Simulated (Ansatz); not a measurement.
Mulliken charges of C2HF3O, SMILES `OC(F)=C(F)F` from ωB97M-V/def2-TZVPP in Ansatz (PBE0-D4/def2-TZVP geometry).

```tsv
atom	x (Å)	y (Å)	z (Å)	charge (e)
O1	-0.172	-0.975	-1.206	-0.240
C2	0.114	-0.586	0.041	0.245
F3	0.486	-1.599	0.794	-0.162
C4	0.053	0.643	0.525	0.303
F5	-0.321	1.670	-0.229	-0.189
F6	0.342	0.991	1.758	-0.159
H7	-0.441	-0.211	-1.728	0.202
```

Q: By hand: the dipole of these point charges (1 e Å = 4.8032 D).

A: Σ q r = (-0.076, 0.028, -0.255) e Å, of length 0.268 e Å = 1.29 D.

Q: How does the dipole of the full density compare? (Estimate.)

A: Computed: (-0.110, 0.153, -0.307) e Å, 1.73 D; the point charges give 0.75 times that, at 19° from its direction.

Point charges leave out the atoms' own dipoles, such as those of lone pairs, and Mulliken's split depends on the basis, so the two needn't agree.
